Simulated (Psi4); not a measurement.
Psi4 input (wB97X-D/6-31G*):

```
memory 1500 MB

molecule {
1 1
O     0.06503772   -0.68601455    0.05727429
C    -0.03288225    0.83440006    0.03073175
C     1.42147281   -1.28712423   -0.01533926
C    -1.48368758    1.21030101    0.00174931
H     0.47728944    1.12131012    0.94601548
H     0.52928146    1.15356487   -0.84533226
H     1.27766083   -2.36044626    0.05765461
H     1.89028205   -0.99298470   -0.95099819
H     1.95495536   -0.90470467    0.84810251
H    -1.97704985    0.87309367   -0.91220944
H    -2.01557038    0.83306845    0.87432017
H    -1.54411666    2.30045640    0.01467203
H    -0.54245191   -1.08070251   -0.59326989
symmetry c1
no_reorient
no_com
}

set {
  basis 6-31G*
  reference rks
  scf_type pk
  dft_radial_points 99
  dft_spherical_points 590
  e_convergence 1e-8
  d_convergence 1e-7
  maxiter 150
}

e = energy('wb97x-d')
print_out(f'\nFINAL {e:.10f} DIPOLE {variable("CURRENT DIPOLE")[0]:.6f} {variable("CURRENT DIPOLE")[1]:.6f} {variable("CURRENT DIPOLE")[2]:.6f}\n')
```

Problem. What final total energy does it give?

Solution. -194.60337 Eh.
